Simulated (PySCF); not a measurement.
The dipole of `C#CC=C=C` from its density and from atomic charges.

Coordinates (GFN2-xTB, Å) and charges (e) from the PBE0/pcSseg-1 density (PySCF):

```tsv
atom	x	y	z	Mulliken	IAO	Hirshfeld	ESP-fitted
C1	-2.407	0.612	0.323	-0.3015	-0.2367	-0.1124	-0.5774
C2	-1.435	-0.023	0.019	+0.2641	-0.0154	-0.0466	+0.2872
C3	-0.307	-0.796	-0.337	-0.2763	-0.2151	-0.0536	-0.4500
C4	0.853	-0.272	-0.628	-0.0746	+0.0668	+0.0244	+0.2658
C5	2.001	0.243	-0.916	-0.1398	-0.3500	-0.1022	-0.5831
H6	-3.254	1.171	0.588	+0.0503	+0.2033	+0.0919	+0.3459
H7	-0.452	-1.870	-0.359	+0.1630	+0.1884	+0.0685	+0.2290
H8	2.751	0.421	-0.161	+0.1574	+0.1793	+0.0650	+0.2417
H9	2.263	0.521	-1.925	+0.1574	+0.1793	+0.0650	+0.2410
```

Question: Form Σ q r in debye for every column and set it beside the full dipole.

Answer: The full density gives (0.74, -0.02, -0.21) D, 0.77 D in size; dipole vectors point from the negative to the positive end.

| scheme | μx | μy | μz | size (D) | share of the full size (%) | angle to the full dipole (°) |
| --- | --- | --- | --- | --- | --- | --- |
| Mulliken | 3.08 | -0.39 | -0.87 | 3.22 | 420 | 6 |
| IAO | 0.80 | -0.11 | -0.23 | 0.84 | 110 | 6 |
| Hirshfeld | 0.80 | -0.08 | -0.23 | 0.83 | 109 | 4 |
| ESP-fitted | 0.75 | -0.06 | -0.21 | 0.79 | 103 | 3 |

Question: Which set comes closest?

Answer: Length of the difference vector: ESP-fitted 0.04 D, Hirshfeld 0.08 D, IAO 0.11 D, Mulliken 2.46 D. Closest: ESP-fitted. 

Question: What is left for the Hirshfeld atoms' own dipoles?

Answer: The Hirshfeld atoms' densities add up to the full density, so μ = Σ q r + Σ (atomic dipoles). The atomic dipoles sum to (0.74, -0.02, -0.21) − (0.80, -0.08, -0.23) = (-0.06, 0.06, 0.02) D, 0.08 D in size.

Question: With the origin at the mean of the coordinates, (0.002, 0.001, -0.377) Å, which are the largest single terms, by size, of the IAO dipole along the direction of the full one?

Answer: C5 -3.47, H6 -3.34, C1 +2.87, H9 +2.22, H8 +2.22 D; all 9 atoms together +0.84 D. The single terms depend on the origin, their sum doesn't.

Question: Give the size of the full dipole in other units.

Answer: 0.77 D = 0.301 au = 0.160 e·Å = 2.56 × 10⁻³⁰ C·m.

Geometry: GFN2-xTB; no solvent, vibrations or thermal averaging.
